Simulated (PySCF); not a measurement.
# Bond length, frequency and bond energy of AlS⁻ by level of theory

State: ¹Σ⁺ (singlet), closed shell. Set-up: Al aug-pcseg-1, S aug-pcseg-1; no relativity (PySCF 2.14). De refers to Al + S⁻ in their high-spin ground configurations, without counterpoise correction. A positive dipole points towards S; it is taken about the centre of mass and depends on that origin.

| Level | Re (Å) | ωe (cm⁻¹) | De (eV) | μ (D) | CPU s a point (SCF and correlation, without the integrals) |
| --- | --- | --- | --- | --- | --- |
| RHF | 2.093 | 597 | n/a | -0.59 | 0.059 |
| RHF-MP2 | 2.114 | 567 | n/a | n/a | 0.085 |
| RHF-SCS-MP2 | 2.115 | 567 | n/a | n/a | n/a |
| RHF-CCSD | 2.112 | 571 | n/a | n/a | n/a |
| RHF-CCSD(T) | 2.120 | 558 | n/a | n/a | 0.48 |
| PBE | 2.125 | 542 | 4.78 | -0.11 | 0.37 |
| PBEsol | 2.116 | 550 | 5.04 | -0.03 | 0.28 |
| r²SCAN | 2.107 | 566 | 4.83 | 0.02 | 0.5 |
| B3LYP | 2.115 | 554 | 4.47 | -0.45 | 0.44 |
| PBE0 | 2.103 | 571 | 4.69 | -0.25 | 0.71 |
| MN15 | 2.089 | 580 | 4.94 | -0.42 | 0.6 |
| ωB97X | 2.089 | 592 | 4.65 | -0.49 | 0.5 |

The bond length runs from 2.089 Å (ωB97X) to 2.125 Å (PBE). De spans 4.47 eV (B3LYP, global hybrid GGA) to 5.04 eV (PBEsol, GGA).

Correlated steps freeze 10 core orbitals. For an ion De counts to the pair picked by the measured ionisation energies or electron affinities, which need not be the lowest pair at this level. The CCSD T1 diagnostic is raised, a sign that a single reference may not be enough here.

The whole job (state search and all levels along the bond) took about 0.99 min on 1 thread of Intel Xeon 6975P-C (shared host), peak memory 0.63 GiB.
